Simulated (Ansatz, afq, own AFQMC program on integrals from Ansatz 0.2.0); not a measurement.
# As, quartet → As⁺, triplet

A free As atom.

E(triplet, charge +1) − E(quartet, charge +0) at this geometry, on UHF and UHF determinants.

Basis aug-cc-pVDZ. Only valence electrons are correlated. Integrals, coupled cluster, full CI and functionals: Ansatz 0.2.0; the random walks run on the same integrals in our own AFQMC program. The CISD trial takes its coefficients from CCSD amplitudes. Released means that phaseless walkers are propagated on without the constraint, phases kept. Free projection: walkers drawn from exp(T), propagated without any constraint. Its projection time is finite, and what remains of the start isn't in its error. Error bars are statistical, one sigma. No spin–orbit coupling. The errors of all members are added in quadrature.

Full CI on the same integrals is exact in this basis and with this determinant's frozen core.

Errors are counted within aug-cc-pVDZ, not against nature.

Cautions: inner d shell frozen; no relativity below Rb; no spin-orbit coupling.

| level | vertical ionization energy (kJ/mol) |
| --- | --- |
| CCSD | 945.4 |
| MP2 | 949.9 |

(1) From these cheaper values, estimate the vertical ionization energy at the reference level in aug-cc-pVDZ.

(1) 946.6 kJ/mol (full CI in aug-cc-pVDZ).

```csv
level,vertical ionization energy (kJ/mol),error against FCI (kJ/mol)
HF,913.7,-32.9
CCSD(T),946.4,-0.2
CCSDT,946.5,-0.2
CCSDT(Q),946.6,0.0
ph-AFQMC/HF,950.3 ± 2.0,3.6 ± 2.0
free AFQMC,946.4 ± 0.2,-0.2 ± 0.2
```

Correlation beyond CCSD(T) adds 0.2 kJ/mol. The perturbative (T) step is worth +1.0 kJ/mol.

CCSDT and higher add their correlation energy to the determinant of the CCSD(T) run, since their own runs factorise the integrals more tightly (a shift of under 2 meV). Free projections are given only where their last times agree within the noise and don't stop above the reference; a slow remainder of the start can still hide under it. A walk keeps the symmetry of its determinant, which the program's search chose and which needn't be the lowest solution, so a lower state of the same spin and another symmetry isn't excluded.
